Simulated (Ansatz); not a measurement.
Consider the isomerisation: `C[C@@]1(F)C[C@H]1F` → `CC/C(F)=C\F`.

Program: Ansatz. Geometries: PBE0-D4/def2-TZVP. ΔE: electronic, gas phase. CBS: MP2 limit from def2 TZ/QZ plus the TZ coupled-cluster correction, frozen cores. DFT in def2-TZVPP. B3LYP here is the variant with VWN-RPA as its local correlation; programs differ in this. One conformer a species, not always the lowest.

`C[C@@]1(F)C[C@H]1F`:

```xyz
12

C    -0.566    1.131    0.759
C     0.349    0.347   -0.119
F     1.374    1.108   -0.620
C     0.684   -1.087    0.158
C    -0.142   -0.711   -1.032
F    -1.469   -1.019   -1.026
H    -1.403    0.512    1.083
H    -0.031    1.490    1.641
H    -0.965    1.989    0.215
H     1.696   -1.425   -0.030
H     0.178   -1.552    0.994
H     0.297   -0.785   -2.021
```

`CC/C(F)=C\F`:

Cartesian coordinates in Å:
```
C -0.422 1.512 -0.434
C 0.395 0.234 -0.599
C -0.198 -0.921 0.112
F -1.418 -1.283 -0.330
C 0.310 -1.620 1.113
F 1.516 -1.327 1.618
H 0.028 2.328 -1.002
H -0.468 1.811 0.615
H -1.443 1.373 -0.793
H 0.471 -0.023 -1.662
H 1.412 0.374 -0.228
H -0.183 -2.457 1.590
```

```
             level  ΔE (kJ/mol)  difference from CCSD(T)/CBS
            PBE-D4        -21.4                          2.7
         r2SCAN-D4        -18.7                          5.4
          B3LYP-D4        -31.8                         -7.7
           ωB97X-V         -9.9                         14.2
           ωB97M-V        -17.4                          6.7
            B2PLYP        -28.0                         -3.9
               PBE        -21.9                          2.2
            r2SCAN        -18.6                          5.5
              PBE0        -13.6                         10.5
             B3LYP        -32.7                         -8.6
    MP2/def2-TZVPP        -16.2                          7.9
SCS-MP2/def2-TZVPP        -22.3                          1.8
     HF/def2-QZVPP        -29.2                         -5.1
    MP2/def2-QZVPP        -16.1                          8.0
SCS-MP2/def2-QZVPP        -22.2                          1.9
      HF/CBS(def2)        -29.3                         -5.2
       CCSD(T)/CBS        -24.1                            0
```

Largest T1 diagnostic among the species: 0.011.

In def2-TZVPP, CCSD(T) changes the Hartree–Fock value by +4.6 kJ/mol (the triples alone add −1.8 kJ/mol) and MP2 by +12.8 kJ/mol. From PBE to PBE0 (25 % exact exchange), in def2-TZVPP and without D4, ΔE moves by +8.3 kJ/mol.
